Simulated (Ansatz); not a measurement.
YF3 (Pnma, No. 62), treated with dielectric-dependent PBEsol hybrid (plane waves, PAW; Ansatz, a first-principles code).

Run with plane-wave cutoff 460 eV, 4×4×6 k mesh (along the axes of the cell as run), Fermi–Dirac smearing 0.01 eV, scalar-relativistic PAW data made under PBE.

Cell (measured lattice):

```cif
data_F12Y4
_chemical_formula_sum 'Y4 F12'
_space_group_name_H-M_alt 'Pnma'
_space_group_IT_number 62
_space_group_name_Hall '-P 2ac 2n'
_cell_length_a 6.35370
_cell_length_b 6.85450
_cell_length_c 4.39530
_cell_angle_alpha 90.000
_cell_angle_beta 90.000
_cell_angle_gamma 90.000
loop_
_atom_site_label
_atom_site_type_symbol
_atom_site_symmetry_multiplicity
_atom_site_Wyckoff_symbol
_atom_site_fract_x
_atom_site_fract_y
_atom_site_fract_z
_atom_site_occupancy
Y1 Y 4 c 0.36730 0.25000 0.05910 1
F1 F 4 c 0.02270 0.25000 0.90900 1
F2 F 8 d 0.16520 0.06430 0.37550 1
```

Task: Estimate the band gap that the calculation returns.

Result: 
band gap: 12.31 eV

Note: cell and atoms aren't relaxed at this level (largest force component 0.11 eV/Å, pressure -4.3 GPa).

Spin–orbit coupling is not included.

Computed values are for the static lattice.
